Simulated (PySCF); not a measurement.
Gas-phase reaction: SO2 + H2O2 = H2S + 4 O

Computed with PySCF (xtb for GFN2) and rigid-rotor harmonic-oscillator thermochemistry at 1 bar. Table values come from the NASA 1993 polynomials. † marks an energy on the PBE0/def2-TZVP geometry and frequencies; other levels use their own. CCSD(T) freezes the core. Open shells (unrestricted): O (multiplicity 3); the rest are closed-shell singlets. GFN2 has no spin-polarisation term. Spin-orbit splitting is ignored; it lowers the true energy and changes the entropy of O. CCSD(T) isn't extrapolated to the basis-set limit. Warning, large T1 diagnostic: SO2 (CCSD(T)/def2-SVP†, CCSD(T)/def2-TZVPP†). Warning, point group unlike the PBE0 one: H2O2 (GFN2-xTB).

Levels: a) CCSD(T)/def2-TZVPP†; b) BLYP/def2-TZVP†; c) LDA/def2-TZVP†; d) CCSD(T)/def2-SVP†; e) GFN2-xTB.

**Question.** Order the levels by the distance of their ΔH°(298 K) from the table for this reaction, closest first.

**Answer.** b (+43 kJ), a (-104 kJ), d (-306 kJ), c (+479 kJ), e (+1433 kJ)

The table gives 1409 kJ. The order holds for this reaction alone, and for the 1993 entries, some of which have been revised since.
